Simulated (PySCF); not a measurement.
Species: cyclopropylisocyanide, C₄H₅N.
Atom-mapped SMILES: `[C-:1]#[N+:2][CH:3]1[CH2:4][CH2:5]1` (hydrogens: H6 on C3; H7, H8 on C4; H9, H10 on C5)

The same species was optimised twice, with GFN2-xTB and with PBE0-D3(BJ)/def2-SVP (PySCF), and the same property calculations (PySCF, gas phase) were run on both structures.

```json
{"coordinate": "N2–C3 (Å)", "GFN2-xTB": "1.377", "PBE0-D3(BJ)/def2-SVP": "1.392", "change": "+0.015"}
{"coordinate": "C5–H10 (Å)", "GFN2-xTB": "1.079", "PBE0-D3(BJ)/def2-SVP": "1.093", "change": "+0.014"}
{"coordinate": "C4–H8 (Å)", "GFN2-xTB": "1.079", "PBE0-D3(BJ)/def2-SVP": "1.093", "change": "+0.014"}
{"coordinate": "C5–H9 (Å)", "GFN2-xTB": "1.080", "PBE0-D3(BJ)/def2-SVP": "1.092", "change": "+0.012"}
{"coordinate": "C4–H7 (Å)", "GFN2-xTB": "1.080", "PBE0-D3(BJ)/def2-SVP": "1.092", "change": "+0.012"}
{"coordinate": "C3–H6 (Å)", "GFN2-xTB": "1.084", "PBE0-D3(BJ)/def2-SVP": "1.094", "change": "+0.010"}
{"coordinate": "C1≡N2 (Å)", "GFN2-xTB": "1.164", "PBE0-D3(BJ)/def2-SVP": "1.174", "change": "+0.010"}
{"coordinate": "C3–C5 (Å)", "GFN2-xTB": "1.505", "PBE0-D3(BJ)/def2-SVP": "1.503", "change": "-0.002"}
{"coordinate": "C3–C4 (Å)", "GFN2-xTB": "1.505", "PBE0-D3(BJ)/def2-SVP": "1.504", "change": "-0.001"}
{"coordinate": "C4–C5 (Å)", "GFN2-xTB": "1.496", "PBE0-D3(BJ)/def2-SVP": "1.496", "change": "0.000"}
{"coordinate": "C4–C3–H6 (°)", "GFN2-xTB": "118.9", "PBE0-D3(BJ)/def2-SVP": "118.0", "change": "-0.9"}
{"coordinate": "C5–C3–H6 (°)", "GFN2-xTB": "118.9", "PBE0-D3(BJ)/def2-SVP": "118.0", "change": "-0.9"}
{"coordinate": "C3–C4–H7 (°)", "GFN2-xTB": "117.4", "PBE0-D3(BJ)/def2-SVP": "116.5", "change": "-0.9"}
{"coordinate": "C3–C5–H9 (°)", "GFN2-xTB": "117.4", "PBE0-D3(BJ)/def2-SVP": "116.6", "change": "-0.8"}
{"coordinate": "H7–C4–H8 (°)", "GFN2-xTB": "114.2", "PBE0-D3(BJ)/def2-SVP": "114.9", "change": "+0.7"}
{"coordinate": "H9–C5–H10 (°)", "GFN2-xTB": "114.2", "PBE0-D3(BJ)/def2-SVP": "114.9", "change": "+0.7"}
{"coordinate": "N2–C3–C5 (°)", "GFN2-xTB": "118.7", "PBE0-D3(BJ)/def2-SVP": "119.3", "change": "+0.6"}
{"coordinate": "N2–C3–C4 (°)", "GFN2-xTB": "118.7", "PBE0-D3(BJ)/def2-SVP": "119.2", "change": "+0.5"}
```

Rotational constants: A = 16040, B = 3783, C = 3564 MHz (GFN2-xTB) against A = 16075, B = 3721, C = 3504 MHz (PBE0-D3(BJ)/def2-SVP). Point groups within 0.08 Å: Cs and Cs. Atoms that the bonding makes alike are paired by their places after alignment.

On the GFN2-xTB structure: HOMO (eV) -8.43 [PBE0/pcSseg-1]; LUMO (eV) 0.58 [PBE0/pcSseg-1]; dipole (D) 3.94 [PBE0/pcSseg-1]; GIAO shielding of C1 (ppm) 7.7 [PBE0/pcSseg-1]; GIAO shielding of N2 (ppm) 67.7 [PBE0/pcSseg-1]; GIAO shielding of C3 (ppm) 166.9 [PBE0/pcSseg-1]; GIAO shielding of C4/C5 (mean) (ppm) 174.6 [PBE0/pcSseg-1].

**Question.** What do these properties become on the PBE0-D3(BJ)/def2-SVP structure?

**Answer.** 
```tsv
property	level	on GFN2-xTB	on PBE0-D3(BJ)/def2-SVP	change
HOMO (eV)	PBE0/pcSseg-1	-8.43	-8.42	+0.01
LUMO (eV)	PBE0/pcSseg-1	0.58	0.50	-0.08
dipole (D)	PBE0/pcSseg-1	3.94	3.92	-0.02
energy, GFN2-xTB geometry as zero (kcal/mol)	PBE0/pcSseg-1	0.0	-0.3	-0.3
GIAO shielding of C1 (ppm)	PBE0/pcSseg-1	7.7	5.2	-2.5
GIAO shielding of N2 (ppm)	PBE0/pcSseg-1	67.7	65.0	-2.7
GIAO shielding of C3 (ppm)	PBE0/pcSseg-1	166.9	164.0	-2.9
GIAO shielding of C4/C5 (mean) (ppm)	PBE0/pcSseg-1	174.6	173.1	-1.5
```

The heavy atoms differ by 0.016 Å rms after alignment. Among all bonds N2–C3, C4–H8 and C5–H10 change most and about equally (+0.014 to +0.015 Å). Changes are differences of the printed values. Neither structure is proved a minimum here.
